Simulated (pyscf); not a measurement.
Routes from `[SH2]` + `[Cl][Ge][Cl]` [singlet]

Candidate steps break at most two bonds and form at most two. Each was searched with GFN2-xTB (tblite) first. Single points on ωB97X-D3(BJ)/def2-SVP structures (PySCF, gas phase). Energies: ωB97M-D3(BJ)/def2-TZVP, eV, from the separated reactants, singlet surface; ΔG‡ with ideal gas, 1 atm, RRHO with modes under 100 cm⁻¹ raised to 100, one conformer, R ln 2 for chiral ones without a mode under 150 cm⁻¹.

```
products                                          type   ΔE‡     ΔE  ΔG‡ 298 K  ΔG‡ 900 K  ν‡ (cm⁻¹)
-------------------------  ---------------------------  ----  -----  ---------  ---------  ---------
HS–Ge:–Cl [singlet] + HCl         four-centre exchange  0.39  +0.26       0.80       1.73       665i
HS–GeH(Cl)–Cl                                insertion  1.45  -0.83       1.88       2.77      1294i
S=Ge(Cl)–Cl + H₂           concerted two-bond exchange  2.43  +0.59       2.80       3.63       977i
```

Row 1: On the reactant side the descent ends in a bound adduct, 0.52 eV under the separated species and 0.77 eV under the saddle at ωB97X-D3(BJ)/def2-TZVP. On the product side the descent ends in a complex, 0.19 eV under the separated species and 0.24 eV under the saddle at ωB97X-D3(BJ)/def2-TZVP. Row 2: On the reactant side the descent ends in a bound adduct (not fully relaxed), 0.52 eV under the separated species and 1.81 eV under the saddle at ωB97X-D3(BJ)/def2-TZVP. Row 3: On the reactant side the descent ends in a bound adduct, 0.52 eV under the separated species and 2.84 eV under the saddle at ωB97X-D3(BJ)/def2-TZVP. 

Plain bond fissions and candidates not yet searched are not listed, and one of them may be faster. Each barrier is that of the saddle found; lower ones may exist. Elements up to Kr have no core potential and no relativistic terms here.
